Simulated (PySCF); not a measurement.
Cartesian coordinates in Å; atom numbers follow the order of the lines, from 1:
```xyz
15

C    -1.405   -0.671    0.036
C    -0.017   -0.078   -0.015
C     1.059   -1.043   -0.452
C     0.121    1.362   -0.424
C     0.343    0.963    1.008
H    -1.709   -1.052   -0.954
H    -2.151    0.074    0.351
H    -1.450   -1.513    0.747
H     2.049   -0.563   -0.469
H     0.857   -1.430   -1.464
H     1.117   -1.907    0.231
H     0.992    1.647   -1.021
H    -0.789    1.918   -0.670
H     1.366    0.974    1.394
H    -0.415    1.244    1.745
```

[PySCF: shieldings: GIAO CAM-B3LYP/pcSseg-2; PBE0-D3(BJ)/def2-SVP structure; couplings computed with B3LYP/pcJ-1 (without the spin–dipole term); relativity neglected; one conformer; in vacuum; rapidly exchanging positions averaged]

Question: List the cross peaks expected in HSQC, COSY and HMBC spectra.

Answer: 

HSQC (one-bond C–H):
| δH | δC | 1J(C,H) (Hz) |
| --- | --- | --- |
| 1.04 (H6/H7/H8/H9/H10/H11) | 28.2 (C1/C3) | 132 |
| 0.29 (H12/H13/H14/H15) | 16.3 (C4/C5) | 167 |

HMBC (two and three bonds, |J| ≥ 2.5 Hz):
| δH | δC [abs. J in Hz] |
| --- | --- |
| 1.04 (H6/H7/H8/H9/H10/H11) | 28.2 (C1/C3) [4.4], 16.3 (C4/C5) [4.5], 13.0 (C2) [4.2] |
| 0.29 (H12/H13/H14/H15) | 28.2 (C1/C3) [5.7] |

No COSY cross peaks are expected.

Referencing at the same level of theory: TMS for 1H (31.34 ppm), 13C (182.55 ppm).

Short H···H contacts in this conformer between protons four or more bonds apart (candidates for NOE cross peaks, intensity ∝ r⁻⁶): H7···H13 2.51 Å.

Shifts are as computed, not scaled to solution data. Of 1211 compounds with measured shifts, 218 miss one by over three times the rms of a fit or turn the order of signals round; such compounds aren't used in these exercises.
